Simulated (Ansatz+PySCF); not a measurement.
The numbers below are computed, except where a source is named.
Several solutions for singlet SH(-)

```xyz
2

S     0.0000    0.0000   -0.0800
H     0.0000    0.0000    1.2800
```

Basis set: def2-SVP (spherical functions). Charge -1, multiplicity 1.

CASSCF(2,2) was run from several starts with Ansatz (development build ahead of 0.2.0) and PySCF 2.14.0. The starts are those of the Hartree–Fock orbitals from which the active space was taken at the frontier.

```json
{"run": "A", "program": "Ansatz", "start": "atomic start, no search", "converged": "yes", "energy (hartree)": "-397.97523", "<S²>": "0.00"}
{"run": "B", "program": "Ansatz", "start": "search for the lowest state", "converged": "yes", "energy (hartree)": "-397.98404", "<S²>": "0.00"}
{"run": "C", "program": "PySCF", "start": "program defaults", "converged": "yes", "energy (hartree)": "-397.97523", "<S²>": "0.00"}
{"run": "D", "program": "Ansatz", "start": "stability test followed", "converged": "yes", "energy (hartree)": "-397.97584", "<S²>": "0.00"}
```

(1) Which runs reached the lowest solution of this kind, and what is wrong with the others?

## Answers

(1) B reached the lowest solution found. Converged but too high: A by 0.24 eV, C by 0.24 eV, D by 0.22 eV. Convergence only shows a stationary point; in CASSCF the end hangs on which orbitals enter the active space. Caution: no diffuse functions for an anion. Caution: other starts end on other solutions of this active space.
